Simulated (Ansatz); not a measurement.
```yaml
crystal:
  periodic: [false, false, false]
  atoms:
    - {symbol: S, position_ang: [-1.688184, -0.356261, -0.003810]}
    - {symbol: S, position_ang: [0.123857, 0.756141, 0.006664]}
    - {symbol: S, position_ang: [1.640365, -0.423682, -0.003031]}
    - {symbol: H, position_ang: [-2.418955, 0.757214, 0.005628]}
basis:
  gaussian: {orbitals: def2-TZVP}
magnetization: {spin_polarized: true, initial_magnetization: 1}
hamiltonian: {xc: pbe0}
relax: {f_tol: 0.004, max_steps: 80}
```

```sh
$ ansatz run in.yaml --threads 1 --pin off --events-out ev --progress --plain --max-ram 2176MiB
```

Steps of the relaxation (energy above the last step; positions in Å, forces in eV/Å):

```
4
step 1, 15.7 meV
S    -1.688   -0.356   -0.004    0.526   -0.283   -0.002
S     0.124    0.756    0.007   -0.108   -0.020    0.000
S     1.640   -0.424   -0.003   -0.238   -0.012    0.000
H    -2.419    0.757    0.006   -0.181    0.314    0.003
```

```
4
step 2, 11.1 meV
S    -1.636   -0.365   -0.004    0.228    0.254    0.002
S     0.121    0.809    0.007   -0.204   -0.331   -0.003
S     1.569   -0.449   -0.003    0.202    0.034    0.000
H    -2.396    0.739    0.005   -0.225    0.043    0.000
```

```
4
step 3, 0.8 meV
S    -1.642   -0.350   -0.004    0.147   -0.016    0.000
S     0.129    0.791    0.007   -0.114   -0.067   -0.001
S     1.597   -0.446   -0.003    0.022   -0.003    0.000
H    -2.427    0.739    0.005   -0.055    0.085    0.001
```

```
4
step 4, 0.2 meV
S    -1.640   -0.349   -0.004    0.069   -0.029    0.000
S     0.127    0.789    0.007   -0.055   -0.018    0.000
S     1.597   -0.446   -0.003    0.009   -0.005    0.000
H    -2.428    0.740    0.005   -0.023    0.052    0.000
```

```
4
step 5, 0.0 meV
S    -1.639   -0.351   -0.004    0.000    0.002    0.000
S     0.124    0.787    0.007    0.002   -0.002    0.000
S     1.597   -0.445   -0.003   -0.002    0.002    0.000
H    -2.425    0.742    0.005    0.000   -0.002    0.000
```

Close pairs at the end: S1–H4 1.346 Å, S2–S3 1.921 Å, S1–S2 2.097 Å.

A stationary point of unrestricted PBE0 after 5 steps, with ⟨S²⟩ = 0.756 against 0.75 for a pure state; no frequencies were run, so it isn't proven a minimum. 12 s on 1 thread of AMD EPYC 9R45, shared host.
